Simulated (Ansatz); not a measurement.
A nudged elastic band was laid between two geometries of C$_{2}$H$_{4}$N (7 atoms, charge 0, multiplicity 2).

The calculation used UKS PBE/def2-SVP in Ansatz 0.2.0.

```
movable images  : 5
climbing image  : yes
spring          : 5.0 eV/Å²
optimiser       : quadratic models (default)
start path      : IDPP
force threshold : 0.03 eV/Å
iteration limit : 60
end points      : relaxed
```

Image 0:

```xyz
7
Properties=species:S:1:pos:R:3
C -0.920 0.324 -0.415
C 0.340 0.078 0.168
N 0.831 -1.145 0.238
H -1.500 -0.522 -0.817
H -1.335 1.341 -0.477
H 0.888 0.968 0.560
H 1.758 -1.111 0.698
```

Image 6:

```xyz
7
Properties=species:S:1:pos:R:3
C -0.920 0.324 -0.415
C 0.340 0.078 0.168
N 0.831 -1.146 0.238
H -1.334 1.341 -0.477
H -1.500 -0.521 -0.817
H 0.887 0.967 0.560
H 1.758 -1.111 0.698
```

(1) What changes between the two ends?

(2) What energy profile does the band end with?

(3) What is the geometry of the highest image?

(4) What are the harmonic wavenumbers there?

Results:

(1) No bond is made or broken. The dihedral H5–C1–C2–N3 goes from -180 to 0°. The two ends are copies of one structure, up to a mirror image or an exchange of like atoms.

(2) The forces met the threshold. The highest image is number 3 of 0 to 6, 64.2 kJ/mol above the ends, which have the same energy within 2 meV. A vibrational analysis at the climbing image gives one clearly imaginary mode, 449i cm⁻¹: a first-order saddle point.

| image | path coordinate (Å) | energy (kJ/mol) | dihedral H5–C1–C2–N3 (°) |
| --- | --- | --- | --- |
| 0 | 0.00 | 0.0 | -180 |
| 1 | 0.54 | 18.2 | -149 |
| 2 | 1.07 | 50.4 | -120 |
| 3 | 1.61 | 64.2 | -92 |
| 4 | 2.15 | 50.4 | -59 |
| 5 | 2.69 | 18.2 | -27 |
| 6 | 3.22 | 0.0 | 0 |

(3) 
```xyz
7
Properties=species:S:1:pos:R:3:forces:R:3
C -1.011 0.257 -0.312 0.01 0.00 0.00
C 0.338 -0.011 0.222 -0.01 0.00 -0.01
N 1.181 -0.779 -0.367 0.00 0.00 0.00
H -1.873 -0.358 -0.004 0.00 0.00 0.00
H -1.198 1.123 -0.968 0.00 0.00 0.00
H 0.571 0.513 1.190 0.00 0.00 0.00
H 2.053 -0.813 0.193 0.00 0.00 0.00
```

(4) 449i, 316, 536, 596, 985, 993, 1074, 1179, 1336, 1377, 1663, 2839, 3074, 3185, 3338 cm⁻¹.

Run time: 60 s on 1 thread of Arm Neoverse V2, on a shared host, peak memory 0.22 GiB.
